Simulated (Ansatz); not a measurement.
## C2H4F2 (1,2-difluoroethane): the vertical ionisation energy, rung by rung

The species is C2H4F2 (8 atoms), meant as a singlet with charge 0. As SMILES, `FCCF`. The shape is that of a PBE0-D4/def2-TZVP optimisation. This is one conformer, not always the lowest.

Quantity: the vertical ionisation energy (to the doublet cation), in eV. The values are calculated.

```tsv
level	kind	program	value (eV)	CPU time (all runs)
HF/def2-SVPD	Hartree–Fock	Ansatz	12.63	14 s
SVWN5/def2-SVPD	LDA	Ansatz	11.85	6.2 s
BLYP/def2-SVPD	GGA	Ansatz	11.61	9.8 s
revPBE/def2-SVPD	GGA	Ansatz	11.60	9.8 s
r2SCAN/def2-SVPD	meta-GGA	Ansatz	11.91	17 s
MP2/def2-SVPD	perturbation theory	Ansatz	13.79	16 s
CCSD(T)/def2-SVPD	coupled cluster or CI	Ansatz	12.70	2.4 min
CCSD/def2-SVPD	coupled cluster or CI	Ansatz	12.84	1.9 min
```

The values span 11.60 to 13.79 eV. The coupled-cluster rows rest on a doubtful reference here (large T1 or Brueckner and Hartree–Fock orbitals at odds), and rows may lie in different states. CPU times are rough (shared hosts, several kinds of processor): they show what a rung costs within a factor of a few.
